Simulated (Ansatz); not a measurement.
**Ga (model structure, started from the hcp type, P6₃/mmc, No. 194, 2 atoms in the cell)**

Calculation: r²SCAN in Ansatz (PAW).

Numerical settings: plane-wave cutoff 500 eV, 30×30×16 k mesh (along the axes of the cell as run), Fermi–Dirac smearing 0.1 eV, scalar-relativistic PAW data made under PBE.

Cell (relaxed at this level):

```
CELL_PARAMETERS angstrom
      2.89612     0.00000     0.00000
     -1.44806     2.50812     0.00000
      0.00000     0.00000     4.95128
ATOMIC_POSITIONS crystal
  Ga 0.33333 0.66667 0.25000
  Ga 0.66667 0.33333 0.75000
```

| Item | Value |
|---|---|
| band gap | none |

Note: the relaxation could raise the start's symmetry but not lower it, so the cell can be a saddle point.

Spin–orbit coupling is not included.

The computed numbers hold no vibrational or temperature effects.

It cost about 6 core-minutes (a rough figure) of CPU time.

A model structure was made by putting elements into a prototype or built by hand; it is no filed structure, need not be a known phase, and can be a saddle point held by its symmetry.

Ansatz is a program for electronic structure.
